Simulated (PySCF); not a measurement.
Which determinant of SF⁺ lies lowest?

Unrestricted PBE0; PySCF, no relativity, basis sets S def2-TZVP, F def2-TZVP. Outer shells of the fragments: S+ 3s2 3p3; F 2s2 2p5.

Followed along the bond (rough minima from three points):

```csv
2Ms+1,unpaired,⟨S²⟩ at the start,R at minimum (Å),Te (eV)
3,π ↑↑,2.01,1.51,0.00
1,π ↑↓,1.01,1.51,0.38
5,"σ ↑, π ↑↑↑",6.00,none in the scan,≤ 5.49
```

Solutions found at the starting distance of 1.700 Å, counted from the lowest of them; the search is not exhaustive and high or unbound solutions are not listed, so other states can lie among these:

```csv
2Ms+1,unpaired,term,E (eV),⟨S²⟩,⟨Lz²⟩,μ (D)
3,π ↑↑,³Σ⁻,0.00,2.01,0.00,-3.13
1,π ↑↓,mixed,0.38,1.01,2.03,-3.08
1,none,mixed,1.74,0.00,2.01,-2.86
3,"σ ↑, π ↑",³Π,4.09,2.07,1.01,-2.74
1,"σ ↓, π ↑",mixed,4.52,1.01,1.03,-2.80
3,π ↑↑,mixed,5.22,2.01,2.01,0.20
3,"σ ↑, π ↑",³Π,5.91,2.02,1.01,-1.57
5,"σ ↑, π ↑↑↑",⁵Π,6.12,6.00,1.00,0.04
1,"σ ↓, π ↑",mixed,6.28,1.02,1.01,-1.27
5,"σ ↑↑, π ↑↑",⁵Σ⁻,6.49,6.00,0.00,-1.83
```

A term symbol is given only where ⟨S²⟩ and ⟨Lz²⟩ are close to those of a pure state; real π, δ and φ orbitals otherwise mix terms. A positive dipole points towards F; it is taken about the centre of mass and depends on that origin.

Counting both spins, an empty level lies below a filled one in some of these solutions, because spin and occupation are held.
